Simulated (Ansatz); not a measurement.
## Ansatz (development build ahead of 0.2.0) run

```yaml
crystal:
  periodic: [false, false, false]
  atoms:
    - { symbol: Na, position_ang: [0.0, 0.0, 0.0] }
    - { symbol: Si, position_ang: [0.0, 0.0, 8.0275] }
basis:
  gaussian: { orbitals: pcseg-2 }
magnetization:
  spin_polarized: true
  initial_magnetization: 3
hamiltonian:
  xc: pbe
```

The input is written out in the form of the current development build from the run's settings.

The run gave:

```json
{
  "Converged": "yes",
  "Total energy": "-451.40535 hartree",
  "Spin squared of the determinant": "3.751",
  "Stability test": "minimum"
}
```

Caution: charge can spread falsely over distant fragments.
